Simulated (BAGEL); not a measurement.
**NSF3 (thiazyl trifluoride): B3LYP/6-31G(d) (density fitting with cc-pvqz-jkfit, spherical functions)**

Aim: the energy change on altering one bond length of NSF3 (thiazyl trifluoride) at B3LYP/6-31G* (density fitting with cc-pvqz-jkfit, spherical functions), from 2 runs. 

The results are computed with BAGEL 1.2.2.

8 further runs of the same task are left out: 7 that didn't finish, 1 set aside as unsound or not needed.

### 1 The molecule

NSF3 has 5 atoms, charge 0, and is taken as a singlet. SMILES: `N#S(F)(F)F`. The coordinates come from a PBE0-D4/def2-TZVP relaxation.

Bond lengths: N1–S2 1.409 Å, S2–F3 1.555 Å, S2–F4 1.555 Å, S2–F5 1.555 Å. Angles: N1–S2–F3 122.6°, N1–S2–F4 122.6°, N1–S2–F5 122.6°, F3–S2–F4 93.7°, F3–S2–F5 93.7°, F4–S2–F5 93.7°.

### 2 A single-point energy at B3LYP/6-31G(d) (density fitting with cc-pvqz-jkfit, spherical functions)

The input, input.json:

```json
{ "bagel": [

{
  "title": "molecule",
  "basis": "6-31gs.json",
  "df_basis": "cc-pvqz-jkfit",
  "angstrom": "true",
  "geometry": [
    { "atom": "N", "xyz": [   -0.349630,   -0.004150,    1.591380 ] },
    { "atom": "S", "xyz": [   -0.047340,   -0.000560,    0.215490 ] },
    { "atom": "F", "xyz": [    1.023370,   -0.939300,   -0.408980 ] },
    { "atom": "F", "xyz": [   -1.108620,   -0.317610,   -0.875740 ] },
    { "atom": "F", "xyz": [    0.482210,    1.261610,   -0.522150 ] }
  ]
},
{
  "title": "ks",
  "xc_func": "b3lyp"
},
{
  "title": "print",
  "file": "orbitals.molden",
  "orbitals": "true"
}

]}
```

The basis set 6-31G* is read from a file made from the Basis Set Exchange's data (not shown).

Started as:

```
$ BAGEL_NUM_THREADS=1 BAGEL input.json > input.out
```

Standard output:

```text
* using 1 threads per process

  ===============================================================
  ===============================================================

  *** Geometry ***

  { "atom" : "N", "xyz" : [     -0.660705,     -0.007842,      3.007272 ] },
  { "atom" : "S", "xyz" : [     -0.089460,     -0.001058,      0.407217 ] },
  { "atom" : "F", "xyz" : [      1.933889,     -1.775020,     -0.772860 ] },
  { "atom" : "F", "xyz" : [     -2.094988,     -0.600196,     -1.654909 ] },
  { "atom" : "F", "xyz" : [      0.911245,      2.384097,     -0.986720 ] },

  Number of auxiliary basis functions:      572

  Since a DF basis is specified, we compute 2- and 3-index integrals:
    o Being stored without compression. Storage requirement is 0.025 GB

  Number of basis functions:       74
  Number of electrons      :       50

    * METHOD: MOLECULE                             0.29

  *** Kohn-Sham DFT ***

    * Removing 8943 points whose weight is below 1.00e-10
    * Grid points: 65587

  === Nuclear Repulsion ===
   284.2267288994

       - DIIS with orbital gradients will be used.

  === KS iteration (b3lyp / 6-31gs.json) ===
      0       -713.01968204          0.15323817           0.25
      1       -709.69080417          0.22685673           0.22
      2       -725.98530812          0.15838113           0.23
      3       -746.03571956          0.11988135           0.24
      4       -751.94922588          0.03176570           0.24
      5       -752.13218534          0.01986289           0.24
      6       -752.25462780          0.00901903           0.24
      7       -752.28439179          0.00470932           0.25
      8       -752.29199033          0.00161598           0.25
      9       -752.29315638          0.00003912           0.23
     10       -752.29315712          0.00000514           0.22
     11       -752.29315713          0.00000334           0.22
     12       -752.29315713          0.00000133           0.23
     13       -752.29315713          0.00000030           0.22
     14       -752.29315713          0.00000014           0.22
     15       -752.29315713          0.00000011           0.22
     16       -752.29315713          0.00000002           0.23
     17       -752.29315713          0.00000000           0.25
    * SCF iteration converged.

    * Permanent dipole moment:
           (   -0.172706,    -0.002060,     0.786027) a.u.

    * METHOD: KS                                   4.45

    * METHOD: PRINT                                0.01

  ===============================================================
```

Wall time 5.1 s (1 thread of Arm Neoverse V2, shared host); peak memory 0.28 GiB.

### 3 The distorted shape at the same level

The input, input.json:

```json
{ "bagel": [

{
  "title": "molecule",
  "basis": "6-31gs.json",
  "df_basis": "cc-pvqz-jkfit",
  "angstrom": true,
  "geometry": [
    { "atom": "N", "xyz": [   -0.985088,   -1.518749,    2.476545 ] },
    { "atom": "S", "xyz": [   -0.682798,   -1.515159,    1.100655 ] },
    { "atom": "F", "xyz": [    0.387912,   -2.453899,    0.476185 ] },
    { "atom": "F", "xyz": [   -1.744078,   -1.832209,    0.009425 ] },
    { "atom": "F", "xyz": [    0.482210,    1.261610,   -0.522150 ] }
  ]
},
{ "title": "ks", "xc_func": "b3lyp" },
{ "title": "print", "file": "orbitals.molden", "orbitals": true }

]}
```

The basis set 6-31G* is read from a file made from the Basis Set Exchange's data (not shown).

Started as:

```
$ BAGEL_NUM_THREADS=1 BAGEL input.json > input.out
```

Standard output:

```text
* using 1 threads per process

  ===============================================================
  ===============================================================

  *** Geometry ***

  { "atom" : "N", "xyz" : [     -1.861547,     -2.870020,      4.679992 ] },
  { "atom" : "S", "xyz" : [     -1.290301,     -2.863236,      2.079937 ] },
  { "atom" : "F", "xyz" : [      0.733047,     -4.637197,      0.899859 ] },
  { "atom" : "F", "xyz" : [     -3.295830,     -3.462373,      0.017811 ] },
  { "atom" : "F", "xyz" : [      0.911245,      2.384097,     -0.986720 ] },

  Number of auxiliary basis functions:      572

  Since a DF basis is specified, we compute 2- and 3-index integrals:
    o Being stored without compression. Storage requirement is 0.025 GB

  Number of basis functions:       74
  Number of electrons      :       50

    * METHOD: MOLECULE                             0.26

  *** Kohn-Sham DFT ***

    * Removing 7294 points whose weight is below 1.00e-10
    * Grid points: 67236

  === Nuclear Repulsion ===
   236.8458270140

       - DIIS with orbital gradients will be used.

  === KS iteration (b3lyp / 6-31gs.json) ===
      0       -685.50851820          0.14626258           0.24
      1       -564.42081334          0.29235064           0.23
      2       -680.29926546          0.18884438           0.24
      3       -701.94214648          0.19993880           0.24
      4       -743.31019699          0.10571655           0.24
      5       -736.33617234          0.06900384           0.23
      6       -730.94846781          0.10389129           0.24
      7       -750.14977987          0.05214532           0.22
      8       -750.75182067          0.04479561           0.22
      9       -750.97163749          0.04105447           0.24
     10       -751.13473995          0.03773464           0.24
     11       -738.00329745          0.05400758           0.25
     12       -751.80951427          0.01684479           0.26
     13       -751.27313102          0.02066326           0.25
     14       -751.82775510          0.01573432           0.24
     15       -751.91852487          0.01134580           0.24
     16       -751.88247735          0.01303014           0.22
     17       -751.94292224          0.01099801           0.22
     18       -751.91581379          0.01165161           0.22
     19       -738.10424166          0.05318811           0.22
     20       -751.95407906          0.01167373           0.22
     21       -751.91739522          0.01237647           0.22
     22       -751.95379277          0.01160399           0.22
     23       -751.88527942          0.01354905           0.25
     24       -751.85678246          0.01505343           0.24
     25       -738.10058570          0.05421607           0.24
     26       -751.83961917          0.01603734           0.23
[... 42 lines of this table left out ...]
     69       -752.11766376          0.00000930           0.24
     70       -752.11766382          0.00000119           0.23
     71       -752.11766382          0.00000032           0.25
     72       -752.11766382          0.00000030           0.25
     73       -752.11766382          0.00000018           0.25
     74       -752.11766382          0.00000012           0.25
     75       -752.11766382          0.00000013           0.25
     76       -752.11766382          0.00000013           0.25
     77       -752.11766382          0.00000029           0.25
     78       -752.11766382          0.00000003           0.24
     79       -752.11766382          0.00000002           0.23
     80       -752.11766382          0.00000002           0.24
     81       -752.11766382          0.00000001           0.24
    * SCF iteration converged.

    * Permanent dipole moment:
           (    0.536971,     1.583522,    -0.343565) a.u.

    * METHOD: KS                                  19.70

    * METHOD: PRINT                                0.01

  ===============================================================
```

Run time: 20 s. Hardware: 1 thread of Arm Neoverse V2, shared host; peak memory 0.28 GiB.

### 4 Results

At B3LYP/6-31G* (density fitting with cc-pvqz-jkfit, spherical functions):

| quantity | value |
| --- | --- |
| first shape: total energy | -752.29316 Eh |
| first shape: dipole moment | 2.05 D |
| first shape: HOMO energy | -9.11 eV |
| first shape: LUMO energy | -1.15 eV |
| first shape: HOMO–LUMO gap | 7.96 eV |
| distorted shape: total energy | -752.11766 Eh |
| distorted shape: dipole moment | 4.34 D |
| distorted shape: HOMO energy | -8.27 eV |
| distorted shape: LUMO energy | -6.95 eV |
| distorted shape: HOMO–LUMO gap | 1.31 eV |
| energy change with the S2–F5 bond stretched from 1.555 to 3.421 Å | 4.775 eV |

One bond (distorted shape) is far stretched, which a spin-restricted single reference describes badly; a broken-symmetry solution may lie lower. With the S2–F5 bond stretched from 1.555 to 3.421 Å the energy rises by 4.78 eV (461 kJ/mol). The first shape isn't relaxed at this level, so the change isn't measured from a minimum. A restricted reference can't describe the breaking bond well at this length.
